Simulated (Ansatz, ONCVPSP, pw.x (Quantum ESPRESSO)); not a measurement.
**pw.x on fcc Al: one setting changed**

Potential: optimised norm-conserving Vanderbilt (ONCV), ONCVPSP 4.0.1.1 (patched build), PBEsol; core [Ne], reference 3s2 3p0.75; waves: 3s: rc 2.20 bohr, ncon 4, nbas 7, qcut 3.6 1/bohr, 3 projectors, debl 2.8 Ha; 3p: rc 2.50 bohr, ncon 5, nbas 8, qcut 3.2 1/bohr, 2 projectors, debl 3.7 Ha; d scattering state at 0.39 Ha: rc 2.70 bohr, ncon 4, nbas 8, qcut 3.1 1/bohr, 2 projectors, debl 2.9 Ha; local part: polynomial inside 1.75 bohr (lpopt 5, dvloc0 0 Ha); core correction: Teter function fitted to the true core (icmod 2), fcfact 0.55.

The reference run (k-mesh 14³, cutoffs 50/200 Ry, Fermi–Dirac 0.01 Ry, mixing_beta 0.4, conv_thr 1e-9, no spin) gives -0.62 GPa at 16.207 Å³/atom, where all-electron LAPW gives -0.16 GPa. This run, with its own iteration cap, changes tot_charge to -2, a wrong or extreme entry chosen on purpose.

```
&control
  calculation='scf', prefix='x', pseudo_dir='./', outdir='./tmp', tstress=.true., disk_io='none'
/
&system
  ibrav=0, nat=1, ntyp=1, ecutwfc=50, ecutrho=200, nbnd=8,
  occupations='smearing', smearing='fd', degauss=0.01, tot_charge=-2
/
&electrons
  conv_thr=1e-09, mixing_beta=0.4, electron_maxstep=70
/
ATOMIC_SPECIES
Al 1.0 Al.UPF
CELL_PARAMETERS angstrom
  0.00000000 2.00858807 2.00858807
  2.00858807 0.00000000 2.00858807
  2.00858807 2.00858807 0.00000000
ATOMIC_POSITIONS crystal
Al 0.0000 0.0000 0.0000
K_POINTS automatic
14 14 14 0 0 0
```

```bash
pw.x < Al.scf.in > Al.scf.out
```

Problem. How does the run end?

Solution. It converges in 6 iterations; the free energy moves by +19.10 eV/atom and the pressure by +233.98 GPa. The cell is charged against a uniform background, so energy and pressure depend on the zero of the potential and are not those of the crystal.

```
Message from routine setup:
     using ibrav=0 with symmetry is DISCOURAGED, use correct ibrav instead
     lattice parameter (alat)  =       5.3679  a.u.
     unit-cell volume          =     109.3703 (a.u.)^3
     number of electrons       =         5.00
     number of Kohn-Sham states=            8
     kinetic-energy cutoff     =      50.0000  Ry
     charge density cutoff     =     200.0000  Ry
     scf convergence threshold =      1.0E-09
     Exchange-correlation= PBESOL
     number of k points=   104  Fermi-Dirac smearing, width (Ry)=  0.0100
     iteration #  1     ecut=    50.00 Ry     beta= 0.40
     total energy              =      -4.35185751 Ry
     estimated scf accuracy    <       0.02025497 Ry
     iteration #  2     ecut=    50.00 Ry     beta= 0.40
     total energy              =      -4.34895721 Ry
     estimated scf accuracy    <       0.00550891 Ry
     iteration #  3     ecut=    50.00 Ry     beta= 0.40
     total energy              =      -4.34944324 Ry
     estimated scf accuracy    <       0.00001418 Ry
     iteration #  4     ecut=    50.00 Ry     beta= 0.40
     total energy              =      -4.34945640 Ry
     estimated scf accuracy    <       0.00000028 Ry
     iteration #  5     ecut=    50.00 Ry     beta= 0.40
     total energy              =      -4.34945646 Ry
     estimated scf accuracy    <       0.00000008 Ry
     iteration #  6     ecut=    50.00 Ry     beta= 0.40
     the Fermi energy is    11.0245 ev
!    total energy              =      -4.34945646 Ry
     estimated scf accuracy    <          1.6E-10 Ry
     smearing contrib. (-TS)   =      -0.00192899 Ry
     The total energy is F=E-TS. E is the sum of the following terms:
     one-electron contribution =       5.96373016 Ry
     hartree contribution      =       0.01784519 Ry
     xc contribution           =      -4.89348334 Ry
     ewald contribution        =      -5.43561949 Ry
     convergence has been achieved in   6 iterations
          total   stress  (Ry/bohr**3)                   (kbar)     P=     2333.57
     Message from routine punch:
     Nothing written, as per user request (disk_io='none')
```

The run took about 5.9 s on one core of a shared host (Neoverse-V1, 32 threads, 247 GiB, load 33).
